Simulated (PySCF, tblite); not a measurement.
A set of runs on `C=N[SiH2]` [radical]; the geometry of each is named by its level. Settings lines and outputs come from a driver script.

CH4NSi (doublet state).
Atom-mapped SMILES: `[CH2:1]=[N:2][SiH2:3]` (hydrogens: H4, H5 on C1; H6, H7 on Si3)

Step 1: GFN2-xTB geometry optimisation, gas phase (tblite 0.8.0) (from a force-field or distance-geometry start)
```json
{"job": {"kind": "relax", "xc": "GFN2-xTB", "basis": "xTB"}, "charge": 0, "multiplicity": 2}
```
```
step      E/eV     max force
  0    -237.62330    2.099
  1    -237.65864    1.779
  2    -237.68416    0.313
...
 43    -238.62418    0.023
 44    -238.62424    0.018
 45    -238.62428    0.016
 46    -238.62429    0.013
 47    -238.62430    0.009
```

Energy lowered by 23.1 kcal/mol over 47 steps; largest atomic force 0.009 eV/Å at the end. «max force» is the largest atomic force in eV/Å.

The run took 0.15 s on Arm Neoverse V1, one thread, no GPU, on a shared host.

Step 2: GFN2-xTB harmonic vibrations, gas phase (tblite 0.8.0) (on the GFN2-xTB geometry)
```json
{"job": {"kind": "ir", "xc": "GFN2-xTB", "basis": "xTB"}, "charge": 0, "multiplicity": 2}
```
```
(table of modes left out)
```

15 modes from 250 to 3055 cm⁻¹ (unscaled, harmonic); zero-point energy 27.3 kcal/mol; all wavenumbers are real at this level.

Hardware: Arm Neoverse V1, one thread (shared host). Cost: under 0.1 s wall.

Step 3: UKS B3LYP, pcH-1 on C H N Si, non-relativistic, mean-field spin-orbit, GIAO (PySCF 2.14.0) (on the GFN2-xTB geometry)
```json
{"job": {"kind": "epr", "basis": "pcH-1"}, "charge": 0, "multiplicity": 2}
```
```
...
E = -384.69960140 Eh   <S^2> = 0.7684 (exact 0.7500)
g shifts (ppm)      1          2          3
  rmc          -119       -119       -119
  gc             28         -0         34
  oz_so        -200        -36       2396
  total        -291       -155       2311
hyperfine (MHz)  atom isotope    a_iso     a_fc   dipolar eigenvalues
    0   13C      43.73      43.82    -39.06    -36.81     75.86
    1   14N      -9.85      -9.84    -10.55      3.75      6.79
    2  29Si    -129.69    -130.70   -157.88     77.65     80.23
    3    1H     -33.11     -33.11    -18.04     -0.44     18.48
    4    1H     -30.58     -30.58    -15.83     -1.15     16.99
    5    1H     -46.74     -46.76    -10.62      3.86      6.75
    6    1H     -36.58     -36.60     -9.88      3.38      6.50
```

⟨S²⟩ 0.768; g_iso 2.0029. rmc, gc and oz_so are the mass-correction, gauge-correction and orbital-Zeeman/spin–orbit parts of the g shift along its three principal axes; a_iso is the isotropic hyperfine coupling and a_fc its Fermi-contact part. The log counts atoms from 0, this text from 1.

Time: 23 s (grids of density and orbitals included); peak memory 0.38 GiB. Hardware: Arm Neoverse V1, one thread, no GPU, on a shared host.

Geometry of the electronic-property runs (GFN2-xTB):
```
atom  x, y, z in Å
C1    -1.3858   -0.3425    0.0697
N2    -0.2056   -0.0153   -0.3602
Si3    1.3118    0.3229    0.1667
H4    -2.1667   -0.4805   -0.6632
H5    -1.6451   -0.4822    1.1124
H6     2.1818    0.6299   -0.9466
H7     1.9129    0.3726    1.4937
```

 (This holds for the electronic-property runs.)

One conformer stands for the species.
